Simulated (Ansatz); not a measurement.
Basis-set extrapolation for BH4NS, SMILES `NBS` (PBE0-D4/def2-TZVP geometry, frozen core, the Gaussian-basis code of Ansatz). Multiplicity 1, RHF reference.

```csv
,def2-TZVPP,def2-QZVPP
HF,-479.113525,-479.128808
MP2 correlation,-0.496457,-0.534158
CCSD(T) correlation,-0.553089,not run
```

Energies in hartree. Use E(X) = E(∞) + A·exp(−7.88·√X) for Hartree–Fock and E(X) = E(∞) + B·X^(−2.97) for correlation, with X = 3 and 4, and add CCSD(T) minus MP2 of the smaller set to the MP2 limit.

Task: What is the CCSD(T) energy at the basis-set limit?

Result: HF limit: -479.128808 + (-0.015283) × 0.13774 = -479.13091. MP2 limit: -0.534158 + (-0.037701) × 0.74074 = -0.56208. Higher-order term: -0.553089 − (-0.496457) = -0.05663. Total: -479.74962 hartree, 217.9 kJ/mol below CCSD(T)/def2-TZVPP.
